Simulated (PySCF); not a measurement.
oxonium, H3O (charge +1), SMILES [OH3+], point group C3v.

Force field and properties: B3LYP/pcJ-1 (PySCF, grid level 2). Vibrational terms come from second-order perturbation theory with semi-diagonal cubic constants, by steps of ±0.6 along the normal coordinates of each isotopologue. The parent has the commonest isotopes.

Equilibrium geometry (Å):

```tsv
atom	x	y	z
O1	0.0082	0.0066	0.1627
H2	-0.0658	0.9482	-0.0950
H3	0.8668	-0.4014	-0.0712
H4	-0.7683	-0.5344	-0.0879
```

An isotope shift is δ(isotopologue) − δ(parent), that is, the negative of the change in the averaged GIAO shielding; n counts bonds from the nearest label (0: the labelled atom itself). These are computed values; those of heavy atoms are rounded to 5 ppb, about the numerical noise.

What isotope shifts arise with ²H at 2?


```tsv
nucleus	n	0 K (ppb)	500 K (ppb)
H2	0	-152	-140
O1	1	-605	-655
H3	2	-2	-4
H4	2	-2	-4
```

What isotope shifts arise with ¹⁸O at 1?


```
nucleus  n  0 K (ppb)  500 K (ppb)
     O1  0        -20          -25
     H2  1         -2           -2
     H3  1         -2           -2
     H4  1         -2           -2
```

What isotope shifts arise with ²H at 2, ²H at 3, ²H at 4?


```
nucleus  n  0 K (ppb)  500 K (ppb)
     H2  0       -166         -154
     H3  0       -166         -153
     H4  0       -166         -154
     O1  1      -1800        -2015
```
